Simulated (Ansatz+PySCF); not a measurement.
Values are calculated unless marked as measured or tabulated.
Input for Ansatz (development build ahead of 0.2.0):

```yaml
crystal:
  periodic: [false, false, false]
  atoms:
    - { symbol: "N", position_ang: [-1.15082, -0.04393, -0.10256] }
    - { symbol: O, position_ang: [1.17919, -0.0927, -0.01029] }
    - { symbol: H, position_ang: [-1.30319, -0.54764, 0.76657] }
    - { symbol: H, position_ang: [-1.33891, 0.93581, 0.09185] }
    - { symbol: H, position_ang: [-0.03069, -0.15383, -0.35318] }
    - { symbol: H, position_ang: [1.29501, 0.81475, 0.29499] }
basis:
  gaussian: { orbitals: cc-pVTZ }
magnetization:
  spin_polarized: true
  initial_magnetization: 1
hamiltonian:
  xc: hf
correlation:
  method: mp2
  frozen_orbitals: { H: 0, "N": 1, O: 1 }
```

The input is written out in the form of the current development build from the run's settings.

Output:

```yaml
Converged: yes
Reference_energy: -131.59355 hartree
Correlation_energy: -0.46745 hartree
Total_energy: -132.06101 hartree
Spin_squared_of_the_determinant: 0.793
Stability_test: minimum
```
